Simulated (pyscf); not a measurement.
This saddle point was located with ωB97X-D3(BJ)/def2-SVP in PySCF.

```
Ge
H 1 1.5498
H 1 1.5740 2 121.16
H 1 1.6521 2 90.55 3 -82.39
H 1 1.6522 2 90.54 4 164.77
C 1 1.9668 2 118.36 5 97.61
H 6 1.0987 1 110.53 2 -60.74
H 6 1.0987 7 109.53 1 -122.02
H 6 1.1003 7 108.66 8 -118.55
```
Charge 0, spin multiplicity 2.

Surface: doublet, charge 0. Lowest wavenumbers (cm⁻¹): 461i, 67, 266, 356, 445.

**Question.** Name the species on either side of this saddle.

**Answer.** `[CH3][GeH3]` + `[H]` [doublet] ⇌ `[CH3][GeH3]` + `[H]` [doublet], a substitution at Ge read from left to right: Ge–H broken and Ge–H formed. At CCSD(T)/def2-TZVPP + ΔMP2(QZVPP) it lies +13.5 kcal/mol from the left side and +13.5 kcal/mol from the right (each side as separated species at their lowest minima found). The same reactants have a lower exit, to H₃C–GeH₂• + H₂ (barrier +2.9 kcal/mol at ωB97M-D3(BJ)/def2-TZVP, against +13.4 kcal/mol here). One saddle was located; it need not be the lowest between these sides. The angle at the attacked Ge is 165°. The CCSD(T) − MP2 part came from Ansatz, without density fitting, on the same reference. The frozen core leaves the outer d or s,p core shells of the metals and heavy elements correlated in the MP2 and CC values, and def2-TZVPP describes them poorly, which can shift differences by a few kcal/mol. Elements up to Kr have no core potential and no relativistic terms here.
